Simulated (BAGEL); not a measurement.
# C2H2F2O (SMILES O=CC(F)F): levels of theory compared

Wanted: a comparison of 3 runs (HF/STO-3G, HF/6-31G*, HF/def2-SVP) of C2H2F2O. 

Program for the calculation: BAGEL 1.2.2.

16 further runs of the same task are left out: 16 set aside as unsound or not needed.

### 1 The system as given

The species is C2H2F2O (7 atoms), meant as a singlet with charge 0. As SMILES, `O=CC(F)F`. One bond was lengthened or shortened from a relaxed shape.

Bond lengths: O1–C2 1.190 Å, C2–C3 1.769 Å, C3–F4 1.353 Å, C3–F5 1.352 Å, C2–H6 1.102 Å, C3–H7 1.100 Å. Angles: O1–C2–C3 123.6°, C2–C3–F4 109.0°, C2–C3–F5 109.1°, F4–C3–F5 106.8°, O1–C2–H6 124.1°, C3–C2–H6 112.3°, C2–C3–H7 113.6°, F4–C3–H7 109.0°, F5–C3–H7 109.1°.

### 2 The energy at HF/STO-3G (density fitting with qzvpp-jkfit) (run 1)

File hf.json:

```json
{ "bagel" : [

{
  "title" : "molecule",
  "basis" : "sto-3g",
  "df_basis" : "qzvpp-jkfit",
  "angstrom" : "true",
  "geometry" : [
    { "atom" : "O", "xyz" : [   -1.357116,    1.101391,    1.135283 ] },
    { "atom" : "C", "xyz" : [   -0.338676,    0.508821,    0.969693 ] },
    { "atom" : "C", "xyz" : [    0.114540,   -0.251320,   -0.562250 ] },
    { "atom" : "F", "xyz" : [    0.316750,   -1.572770,   -0.356070 ] },
    { "atom" : "F", "xyz" : [    1.293430,    0.263870,   -0.979390 ] },
    { "atom" : "H", "xyz" : [    0.428624,    0.370131,    1.749123 ] },
    { "atom" : "H", "xyz" : [   -0.634900,   -0.122670,   -1.356910 ] }
  ]
},
{
  "title" : "hf"
},
{
  "title" : "print",
  "file" : "orbitals.molden",
  "orbitals" : "true"
}

]}
```

Launch:

```
$ BAGEL_NUM_THREADS=1 BAGEL hf.json > hf.out
```

The program printed:

```text
* using 1 threads per process

  ===============================================================
  ===============================================================

  *** Geometry ***

  { "atom" : "O", "xyz" : [     -2.564578,      2.081327,      2.145374 ] },
  { "atom" : "C", "xyz" : [     -0.640005,      0.961532,      1.832454 ] },
  { "atom" : "C", "xyz" : [      0.216449,     -0.474926,     -1.062499 ] },
  { "atom" : "F", "xyz" : [      0.598571,     -2.972105,     -0.672875 ] },
  { "atom" : "F", "xyz" : [      2.444228,      0.498642,     -1.850779 ] },
  { "atom" : "H", "xyz" : [      0.809982,      0.699446,      3.305363 ] },
  { "atom" : "H", "xyz" : [     -1.199787,     -0.231813,     -2.564188 ] },

  Number of auxiliary basis functions:      417

  Since a DF basis is specified, we compute 2- and 3-index integrals:
    o Being stored without compression. Storage requirement is 0.002 GB

  Number of basis functions:       27
  Number of electrons      :       40

    * METHOD: MOLECULE                             0.08

  *** RHF ***

  === Nuclear Repulsion ===
   168.1956626484

      * DIIS with orbital gradients will be used.

  === RHF iteration (sto-3g) ===
      0       -345.59781056          0.03317861           0.01
      1       -345.74698388          0.02164234           0.01
      2       -345.82423755          0.00330470           0.01
[... 10 lines of this table left out ...]
     13       -345.82853764          0.00000000           0.01
    * SCF iteration converged.

    * Permanent dipole moment:
           (   -0.081439,     0.027658,    -0.037914) a.u.

    * METHOD: HF                                   0.17

    * METHOD: PRINT                                0.00

  ===============================================================
```

Run time: 0.56 s. Hardware: 1 thread of Intel Xeon 6975P-C (Granite Rapids), shared host; peak memory 0.078 GiB.

### 3 The energy at HF/6-31G(d) (density fitting with qzvpp-jkfit, spherical functions) (run 2)

File job.json:

```json
{ "bagel" : [

{
  "title" : "molecule",
  "basis" : "6-31gs.json",
  "df_basis" : "qzvpp-jkfit",
  "angstrom" : true,
  "geometry" : [
    { "atom" : "O", "xyz" : [      -1.357116,       1.101391,       1.135283 ] },
    { "atom" : "C", "xyz" : [      -0.338676,       0.508821,       0.969693 ] },
    { "atom" : "C", "xyz" : [       0.114540,      -0.251320,      -0.562250 ] },
    { "atom" : "F", "xyz" : [       0.316750,      -1.572770,      -0.356070 ] },
    { "atom" : "F", "xyz" : [       1.293430,       0.263870,      -0.979390 ] },
    { "atom" : "H", "xyz" : [       0.428624,       0.370131,       1.749123 ] },
    { "atom" : "H", "xyz" : [      -0.634900,      -0.122670,      -1.356910 ] }
  ]
},

{
  "title" : "hf"
},

{
  "title" : "print",
  "file" : "orbitals.molden",
  "orbitals" : true
}

]}
```

The basis set 6-31G* is read from a file made from the Basis Set Exchange's data (not shown).

Launch:

```
$ BAGEL_NUM_THREADS=1 BAGEL job.json > job.out
```

The program printed:

```text
* using 1 threads per process

  ===============================================================
  ===============================================================

  *** Geometry ***

  { "atom" : "O", "xyz" : [     -2.564578,      2.081327,      2.145374 ] },
  { "atom" : "C", "xyz" : [     -0.640005,      0.961532,      1.832454 ] },
  { "atom" : "C", "xyz" : [      0.216449,     -0.474926,     -1.062499 ] },
  { "atom" : "F", "xyz" : [      0.598571,     -2.972105,     -0.672875 ] },
  { "atom" : "F", "xyz" : [      2.444228,      0.498642,     -1.850779 ] },
  { "atom" : "H", "xyz" : [      0.809982,      0.699446,      3.305363 ] },
  { "atom" : "H", "xyz" : [     -1.199787,     -0.231813,     -2.564188 ] },

  Number of auxiliary basis functions:      417

  Since a DF basis is specified, we compute 2- and 3-index integrals:
    o Being stored without compression. Storage requirement is 0.018 GB

  Number of basis functions:       74
  Number of electrons      :       40

    * METHOD: MOLECULE                             0.12

  *** RHF ***

  === Nuclear Repulsion ===
   168.1956626484

      * DIIS with orbital gradients will be used.

  === RHF iteration (6-31gs.json) ===
      0       -350.28082493          0.02833091           0.03
      1       -350.41597956          0.02265283           0.03
      2       -350.58325336          0.00230165           0.03
[... 11 lines of this table left out ...]
     14       -350.58669976          0.00000001           0.03
    * SCF iteration converged.

    * Permanent dipole moment:
           (   -0.184132,     0.094974,     0.005324) a.u.

    * METHOD: HF                                   0.52

    * METHOD: PRINT                                0.01

  ===============================================================
```

Run time: 0.97 s. Hardware: 1 thread of Intel Xeon 6975P-C (Granite Rapids), shared host; peak memory 0.088 GiB.

### 4 A single-point energy at HF/def2-SVP (density fitting with qzvpp-jkfit) (run 3)

File input.json:

```json
{ "bagel" : [

{
  "title" : "molecule",
  "basis" : "svp",
  "df_basis" : "qzvpp-jkfit",
  "angstrom" : "true",
  "geometry" : [
    { "atom" : "O", "xyz" : [      -1.357116,       1.101391,       1.135283 ] },
    { "atom" : "C", "xyz" : [      -0.338676,       0.508821,       0.969693 ] },
    { "atom" : "C", "xyz" : [       0.114540,      -0.251320,      -0.562250 ] },
    { "atom" : "F", "xyz" : [       0.316750,      -1.572770,      -0.356070 ] },
    { "atom" : "F", "xyz" : [       1.293430,       0.263870,      -0.979390 ] },
    { "atom" : "H", "xyz" : [       0.428624,       0.370131,       1.749123 ] },
    { "atom" : "H", "xyz" : [      -0.634900,      -0.122670,      -1.356910 ] }
  ]
},

{
  "title" : "hf",
  "charge" : 0
},

{
  "title" : "print",
  "file" : "orbitals.molden",
  "orbitals" : "true"
}

]}
```

Launch:

```
$ BAGEL_NUM_THREADS=1 BAGEL input.json > input.out
```

The program printed:

```text
* using 1 threads per process

  ===============================================================
  ===============================================================

  *** Geometry ***

  { "atom" : "O", "xyz" : [     -2.564578,      2.081327,      2.145374 ] },
  { "atom" : "C", "xyz" : [     -0.640005,      0.961532,      1.832454 ] },
  { "atom" : "C", "xyz" : [      0.216449,     -0.474926,     -1.062499 ] },
  { "atom" : "F", "xyz" : [      0.598571,     -2.972105,     -0.672875 ] },
  { "atom" : "F", "xyz" : [      2.444228,      0.498642,     -1.850779 ] },
  { "atom" : "H", "xyz" : [      0.809982,      0.699446,      3.305363 ] },
  { "atom" : "H", "xyz" : [     -1.199787,     -0.231813,     -2.564188 ] },

  Number of auxiliary basis functions:      417

  Since a DF basis is specified, we compute 2- and 3-index integrals:
    o Being stored without compression. Storage requirement is 0.021 GB

  Number of basis functions:       80
  Number of electrons      :       40

    * METHOD: MOLECULE                             0.14

  *** RHF ***

  === Nuclear Repulsion ===
   168.1956626484

      * DIIS with orbital gradients will be used.

  === RHF iteration (svp) ===
      0       -350.04463419          0.02344138           0.04
      1       -350.17363320          0.01838549           0.03
      2       -350.30967878          0.00199749           0.04
[... 11 lines of this table left out ...]
     14       -350.31292983          0.00000001           0.03
    * SCF iteration converged.

    * Permanent dipole moment:
           (   -0.129537,     0.060766,    -0.009990) a.u.

    * METHOD: HF                                   0.64

    * METHOD: PRINT                                0.01

  ===============================================================
```

It took 1.1 s on 1 thread of Intel Xeon 6975P-C (Granite Rapids), shared host; peak memory 0.095 GiB.

### 5 The series

```csv
run,level,energy (Eh),dipole moment (D),HOMO energy (eV),LUMO energy (eV),wall time
1,HF/STO-3G (density fitting with qzvpp-jkfit),-345.828538,0.24,-8.63,7.35,0.56 s
2,"HF/6-31G* (density fitting with qzvpp-jkfit, spherical functions)",-350.586700,0.53,-11.65,3.20,0.97 s
3,HF/def2-SVP (density fitting with qzvpp-jkfit),-350.312930,0.36,-11.87,2.92,1.1 s
```

### 6 Results

```
            quantity          value
 run 3: total energy  -350.31293 Eh
run 3: dipole moment         0.36 D
  run 3: HOMO energy      -11.87 eV
  run 3: LUMO energy        2.92 eV
run 3: HOMO–LUMO gap       14.79 eV
```

The dipole moment (its size) runs from 0.24 D (HF/STO-3G) to 0.53 D (HF/6-31G*). The HOMO–LUMO gap runs from 14.79 eV (HF/def2-SVP) to 15.97 eV (HF/STO-3G). In run 1 the basis is minimal, so the values are rough. All runs together took 2.7 s, the longest 1.1 s.
